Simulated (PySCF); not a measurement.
Computed NMR parameters against published values

Geometry (Å), atoms numbered from 1 in this order:
```xyz
11

C    -1.2738   -0.0336    0.4070
C    -0.0175   -0.5058   -0.3165
C     1.1287    0.4652   -0.0896
Cl    2.6007   -0.0856   -0.9358
H    -1.0948    0.0397    1.4773
H    -2.0874   -0.7347    0.2417
H    -1.5815    0.9434    0.0416
H     0.2693   -1.4941    0.0471
H    -0.2149   -0.5865   -1.3868
H     1.3829    0.5390    0.9680
H     0.8936    1.4558   -0.4799
```

[PySCF 2.14.0 with density-fitted response routines: GFN2-xTB structure; NMR shieldings at PBE0/pcSseg-1/GIAO; in vacuum; one conformer; non-relativistic Hamiltonian; rapidly exchanging positions averaged]

Reference values: measured (solution, not stated per compound (mostly CDCl3 or CCl4); Pretsch, Buehlmann, Badertscher, Structure Determination of Organic Compounds, 4th ed. (2009)).
```
   atoms    quantity  reference  computed  computed, scaled
      C3  δ $^{13}$C       46.8      51.9              48.5
      C2  δ $^{13}$C       26.3      32.2              29.3
      C1  δ $^{13}$C       11.6      14.2              11.7
 H10/H11   δ $^{1}$H       3.47      3.38              3.29
   H8/H9   δ $^{1}$H       1.81      1.74              1.74
H5/H6/H7   δ $^{1}$H       1.06      0.98              1.03
```

Computed shifts are σ(ref) − σ with the named reference compound (TMS for H and C) calculated as an isolated molecule at the same level. The measured values may be among those fitted. Scaled to experiment by linear calibration (H and C: mostly CDCl3 data, vs TMS): $^{13}$C: δ = 180.61 − 0.978σ (rms 2.1 ppm, 210 shifts, 2.3 ppm with the 2 outliers that the fit left out); $^{1}$H: δ = 30.01 − 0.943σ (rms 0.16 ppm, 131 shifts, 0.17 ppm with the 2 outliers that the fit left out). A few per cent of atoms miss by over 2 rms, more outside the fitted compound classes.

(1) How far are the unscaled $^{13}$C shifts from the references?

(2) How far are the unscaled $^{1}$H shifts from the references?

Results:

(1) Mean signed difference +4.53 ppm, mean absolute 4.53 ppm over 3 comparisons; the largest is +5.9 ppm at C2 (sp3 CH2).

(2) Mean signed difference -0.08 ppm, mean absolute 0.08 ppm over 3 comparisons; the largest is -0.09 ppm at H10/H11 (hydrogen on an sp3 CH2 bonded to Cl).

Carbons that carry Cl, above all several Cl atoms, come out too deshielded, partly because spin–orbit coupling is missing.
